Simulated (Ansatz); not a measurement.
# BHNSi: the cost of one run

Method: def2-QZVPP, core rule «outside noble gas», up to 7 orbitals frozen; program: Ansatz 0.2.0, Gaussian basis.

Plan: UHF; ROHF; CCSD(T) on UHF.

5 further runs of the same task are left out: 1 that didn't finish, 4 set aside as unsound or not needed.

## 1. The system

The geometry is a PBE0/def2-TZVP stationary point (not a proven minimum) of the parent state, kept for this charge and spin.

4 atoms, charge 1, spin multiplicity 3.

Atoms are counted from 1 here; the program's logs count them from 0.

Bond lengths: B1–Si2 2.112 Å, Si2–N3 1.551 Å, N3–H4 0.998 Å. Angles: B1–Si2–N3 121.5°, Si2–N3–H4 175.3°.

## 2. UHF

in.yaml

```yaml
crystal:
  periodic: [false, false, false]
  atoms:
    - {symbol: B, position_ang: [0.000000, -0.556516, 1.882798]}
    - {symbol: Si, position_ang: [0.000000, 0.426125, 0.012979]}
    - {symbol: N, position_ang: [0.000000, -0.366966, -1.319729]}
    - {symbol: H, position_ang: [0.000000, -0.805058, -2.216804]}
basis:
  gaussian: {orbitals: "def2-QZVPP.json"}
total_charge: 1
magnetization: {spin_polarized: true, initial_magnetization: 2}
hamiltonian: {xc: hf}
output: {orbitals: {seedname: orbitals}}
```

Launch:

```sh
$ ansatz run in.yaml --threads 1 --pin off --events-out ev --progress --plain --max-ram 2393MiB
```

Q: Estimate wall time and peak memory on 1 thread of Arm Neoverse V2, shared host.

About 46 s, with a peak of 0.52 GiB.
